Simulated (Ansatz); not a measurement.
# PBE-QIDH/cc-pVTZ run of HF (hydrogen fluoride)

What is the energy change on altering one bond length of HF (hydrogen fluoride) at PBE-QIDH/cc-pVTZ? 

Program for the calculation: Ansatz 0.2.0.

37 further runs of the same task are left out: 37 set aside as unsound or not needed.

## Step 1: The molecule

The species is HF (2 atoms), meant as a singlet with charge 0. SMILES: `F`. The coordinates come from a PBE0-D4/def2-TZVP relaxation.

Bond lengths: F1–H2 0.920 Å.

## Step 2: A single-point energy at PBE-QIDH/cc-pVTZ

Contents of run.yaml:

```yaml
crystal:
  periodic: [false, false, false]
  atoms:
    - symbol: F
      position_ang: [-0.390000, 0.144600, -0.196400]
    - symbol: H
      position_ang: [0.390000, -0.144600, 0.196400]
basis:
  gaussian:
    orbitals: cc-pVTZ
hamiltonian:
  xc: {name: PBE-QIDH}
correlation:
  frozen_orbitals: {F: 1, H: 0}
accuracy: high
output: {orbitals: {seedname: orbitals}}
```

Command:

```
$ ansatz run run.yaml --threads 1 --pin off --max-ram 3480MiB --events-out events.jsonl --progress --plain --runs-dir runs
```

What it wrote:

```text
Warning: RAYON_NUM_THREADS=1 ignored (pool sized by the plan → 1); use --threads N
Functional definition: PBE-QIDH
  name "PBE-QIDH"
  parameter a = 3^(-1/3)
  parameter c = 1/3
  exchange = (1 - a)*pbe_x + a*exact_x
  correlation = (1 - c)*pbe_c + c*(mp2_os + mp2_ss)
585 factors; integrals over basis functions are off by at most 3.6e-9 eV
mean field evaluation 1: about -2727.6791 eV, gradient 2.7e1 eV
mean field evaluation 2: about -2727.6793 eV, gradient 2.7e1 eV
mean field evaluation 4: about -2728.7118 eV, gradient 8.1e-1 eV
mean field evaluation 8: about -2728.7131 eV, gradient 4.5e-3 eV
mean field evaluation 16: about -2728.7131 eV, gradient 1.3e-8 eV
mean field -2728.71309729 eV, -100.2783567374 hartree, gradient 1.3e-8 eV, S^2 0.000000; 0 other end points of the search recorded, 0 dependent functions left out
1 core orbitals not correlated: weight in the atoms' cores, before any rotation towards them, 1.000 or more for the frozen orbitals, at most 0.000 for the correlated occupied ones
reference -2728.71309766 eV, -100.2783567507 hartree; 4, 4 occupied and 39, 39 virtual orbitals, 585 factors
second order -8.09698840 eV of doubles, -0.00000000 eV of singles
Total energy: -2731.41209379 eV, -100.3775430292 hartree
```

Run time: 0.85 s. Hardware: 1 thread of Arm Neoverse V1, shared host.

## Step 3: The distorted shape, same level

Contents of job.yaml:

```yaml
crystal:
  periodic: [false, false, false]
  atoms:
    - {symbol: F, position_ang: [-0.507038, 0.187994, -0.255339]}
    - {symbol: H, position_ang: [0.390000, -0.144600, 0.196400]}
basis:
  gaussian:
    orbitals: cc-pVTZ
hamiltonian:
  xc: {name: PBE-QIDH}
correlation:
  frozen_orbitals: {F: 1, H: 0}
accuracy: high
output:
  orbitals: {seedname: orbitals}
```

Command:

```
$ ansatz run job.yaml --threads 1 --pin off --max-ram 3480MiB --events-out events.jsonl --progress --plain --runs-dir runs
```

What it wrote (excerpt; [...] marks lines left out):

```text
Warning: RAYON_NUM_THREADS=1 ignored (pool sized by the plan → 1); use --threads N
[... 2 set-up lines as earlier in the session ...]
[...]
586 factors; integrals over basis functions are off by at most 3.2e-9 eV
[...]
mean field -2728.14528222 eV, -100.2574899183 hartree, gradient 3.3e-8 eV, S^2 0.000000; 0 other end points of the search recorded, 0 dependent functions left out
1 core orbitals not correlated: weight in the atoms' cores, before any rotation towards them, 1.000 or more for the frozen orbitals, at most 0.000 for the correlated occupied ones
reference -2728.14528267 eV, -100.2574899347 hartree; 4, 4 occupied and 39, 39 virtual orbitals, 586 factors
second order -8.33440066 eV of doubles, -0.00000000 eV of singles
Total energy: -2730.92341622 eV, -100.3595844598 hartree
```

It took 0.85 s on 1 thread of Arm Neoverse V1, shared host.

## Step 4: Results

Level: PBE-QIDH/cc-pVTZ, 1 core orbital frozen.

| quantity | value |
| --- | --- |
| first shape: total energy | -100.37754 Eh |
| first shape: HOMO energy (SCF part's orbitals) | -15.28 eV |
| first shape: LUMO energy (SCF part's orbitals) | 2.75 eV |
| first shape: HOMO–LUMO gap (SCF part's orbitals) | 18.03 eV |
| distorted shape: total energy | -100.35958 Eh |
| distorted shape: HOMO energy (SCF part's orbitals) | -14.93 eV |
| distorted shape: LUMO energy (SCF part's orbitals) | 1.87 eV |
| distorted shape: HOMO–LUMO gap (SCF part's orbitals) | 16.80 eV |
| energy change with the F1–H2 bond stretched from 0.920 to 1.058 Å | 0.489 eV |

**Reading.** With the F1–H2 bond stretched from 0.920 to 1.058 Å the energy rises by 0.49 eV (11.3 kcal/mol). The first shape isn't relaxed at this level, so the change isn't measured from a minimum.
